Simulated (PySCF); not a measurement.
Isomers of C4H5OP. Computed with TDDFT CAM-B3LYP/def2-SVPD, vertical, gas phase, core orbitals frozen in the response in PySCF. Geometries: GFN2-xTB; one conformer of each isolated species. Triplets are in the Tamm–Dancoff approximation.

A. `C=C(C)P=C=O`
B. `Cc1occp1`
C. `C=CCP=C=O`

Lowest singlet levels (six at most, fewer where fewer were computed) with oscillator strengths:

1. 2.69 eV (f 0.000); 4.73 eV (f 0.014); 5.61 eV (f 0.033); 5.82 eV (f 0.167); 6.14 eV (f 0.009); 6.29 eV (f 0.005); T1 2.35 eV
2. 5.30 eV (f 0.151); 5.99 eV (f 0.010); 6.08 eV (f 0.002); 6.10 eV (f 0.009); 6.42 eV (f 0.003); 6.74 eV (f 0.250); T1 3.17 eV
3. 2.61 eV (f 0.001); 4.80 eV (f 0.049); 5.77 eV (f 0.001); 5.95 eV (f 0.247); 5.99 eV (f 0.015); 6.36 eV (f 0.002); T1 2.28 eV

**Question.** Match each spectrum to its molecule.

**Answer.** 1 = C, 2 = B, 3 = A.
- A: S1 at 2.61 eV, HOMO→LUMO (96%); Löwdin shares by element: HOMO carbon 36% or more, phosphorus 34%, oxygen 15% (atoms not listed hold the other 16%); LUMO carbon 45% or more, oxygen 28%, phosphorus 21%; HOMO -7.63 and LUMO -0.84 eV; point group Cs.
- B: S1 at 5.30 eV, HOMO→LUMO (94%); Löwdin shares by element: HOMO carbon 56% or more, phosphorus 27% (atoms not listed hold the other 18%); LUMO carbon 36% or more, phosphorus 34%, oxygen 14% (atoms not listed hold the other 15%); HOMO -7.75 and LUMO 0.39 eV; point group Cs.
- C: S1 at 2.69 eV, HOMO→LUMO (96%); Löwdin shares by element: HOMO phosphorus 44%, carbon 30% or more, oxygen 16%; LUMO carbon 46% or more, oxygen 26%, phosphorus 20%; HOMO -7.80 and LUMO -0.82 eV.
A and C have S1 within 0.09 eV of each other; their strongest listed levels stand at 5.95 eV (f 0.247) and 5.82 eV (f 0.167).
